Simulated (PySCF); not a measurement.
# oxygen: adiabatic energies of losing or gaining an electron at several levels

Structure: `[O][O]` (O2). The parent is a triplet.

All levels share the PBE0-D3(BJ)/ma-def2-SVP structures and the PBE0-D3(BJ)/ma-def2-SVP thermal terms; only the single-point energies (PySCF) change. Values are adiabatic energies of losing or gaining an electron (0 K, eV).

adiabatic ionisation energy: the gap is larger than usual, and may come from another state, site, conformer or species, from an onset or band maximum that doesn't mark the energy named, from the functional or basis, or from an outlying measurement.

Measured (NIST Chemistry WebBook): adiabatic ionisation energy 12.07 eV; adiabatic electron affinity 0.44 eV.

| level | ionisation energy to the radical cation | time |
| --- | --- | --- |
| MP2/aug-cc-pVTZ | 11.80 | 13 s |
| CCSD(T)/aug-cc-pVTZ | 12.06 | 6.2 min |
| HF/aug-cc-pVTZ | 12.23 | 2.7 s |
| B3LYP-D3(BJ)/ma-def2-TZVP | 12.55 | – |

Times are wall times for all single points of a level on 1 thread of Intel Xeon @ 2.80GHz, a shared host; the dash marks the run that also made the structures.

Hartree-Fock leaves out electron correlation, so its ionisation energies and electron affinities from energy differences mostly come out too low, often by 1 eV or more, where an electron pair is broken or made.

At MP2/aug-cc-pVTZ a relaxed species lies above the same state at the other structure, so the structures fit that level poorly.

The spread: 0.75 eV, from 11.80 to 12.55.
